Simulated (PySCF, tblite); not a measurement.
fluorosilane and chloride

A gas-phase complex of fluorosilane and chloride; charge -1, singlet. The structure comes from a short search (6 tight-binding starts) and was relaxed by PBE0-D3(BJ)/def2-TZVPD; another way of binding may lie lower. No frequency run checks that it is a minimum.

Parts: 1 = fluorosilane (F[SiH3]), atoms 1–5; 2 = chloride ([Cl-]), atoms 6, charge -1.

| atom | part | x (Å) | y (Å) | z (Å) |
| --- | --- | --- | --- | --- |
| Si1 | 1 | 0.414 | 0.066 | 0.302 |
| F2 | 1 | -0.771 | 0.329 | -0.878 |
| H3 | 1 | 0.495 | 1.486 | 0.733 |
| H4 | 1 | 1.433 | -0.466 | -0.641 |
| H5 | 1 | -0.397 | -0.888 | 1.104 |
| Cl6 | 2 | 2.134 | -0.313 | 2.013 |

| contact | kind (by geometry) | distance (Å) | angle (°) |
| --- | --- | --- | --- |
| Si1···Cl6 | short tetrel bond | 2.455 | 180 |

Deforming the relaxed parts to their shape here costs 13.0 kcal/mol, which the interaction energies leave out.

Interaction energies are complex less parts, with the parts frozen as they stand in it; counterpoise-corrected, in kcal/mol (PySCF). The CCSD(T) estimate is Hartree-Fock/aug-cc-pVQZ, plus the MP2 correlation part extrapolated as X⁻³ from aug-cc-pVTZ and aug-cc-pVQZ, plus CCSD(T) less MP2 in aug-cc-pVDZ; noble-gas cores are frozen. It isn't the exact limit.

```tsv
level	interaction	superposition error removed
Hartree-Fock/aug-cc-pVQZ	-26.00	-
wB97M-D3(BJ)/def2-TZVPD	-33.15	-0.20
PBE0-D3(BJ)/def2-TZVPD	-35.22	-0.24
MP2/aug-cc-pVQZ	-33.94	-0.57
```

What does CCSD(T) at its estimated basis limit give, and which of these levels comes nearest?

-33.71 kcal/mol. MP2/aug-cc-pVQZ is nearest, off by -0.23; the errors are Hartree-Fock/aug-cc-pVQZ +7.71, wB97M-D3(BJ)/def2-TZVPD +0.56, PBE0-D3(BJ)/def2-TZVPD -1.51, MP2/aug-cc-pVQZ -0.23.

What holds them together? Decompose the wB97M-D3(BJ)/def2-TZVPD energy: frozen parts, their antisymmetrised product, then relaxation.

electrostatic -60.1, Pauli repulsion +73.1, orbital relaxation -45.0, dispersion correction -1.4 kcal/mol, which sum to the value before the counterpoise correction; the Pauli term holds the exchange-correlation of the frozen density too. Of the attraction, 56 % is electrostatic, 42 % is orbital relaxation, 1 % is dispersion correction.

The parts were also relaxed and run alone, at the levels used for the complex: shieldings by PBE0/aug-pcSseg-2; core levels by delta-SCF with SCAN, aug-pcX-2 on the ionised atom and aug-pcseg-1 elsewhere, spin-free X2C (2p3/2 is the spin-free 2p value less a third of a first-order spin-orbit splitting).

Values alone: F2–Si1 bond (Å): 1.600; shielding of Si1 (ppm): 358.3; shielding of Cl6 (ppm): 1149.3; shielding of F2 (ppm): 411.9; Si1 2p3/2 core level (eV): 108.45; F2 1s core level (eV): 692.76; Cl6 2p3/2 core level (eV): 196.90.

What does binding change?


```json
{"property": "F2–Si1 bond (Å)", "alone": "1.600", "in the complex": "1.694", "change": "+0.093"}
{"property": "shielding of Si1 (ppm)", "alone": "358.3", "in the complex": "443.7", "change": "+85.4"}
{"property": "shielding of Cl6 (ppm)", "alone": "1149.3", "in the complex": "892.3", "change": "-257.0"}
{"property": "shielding of F2 (ppm)", "alone": "411.9", "in the complex": "301.1", "change": "-110.8"}
{"property": "Si1 2p3/2 core level (eV)", "alone": "108.45", "in the complex": "102.46", "change": "-5.99"}
{"property": "F2 1s core level (eV)", "alone": "692.76", "in the complex": "686.27", "change": "-6.49"}
{"property": "Cl6 2p3/2 core level (eV)", "alone": "196.90", "in the complex": "198.77", "change": "+1.87"}
```
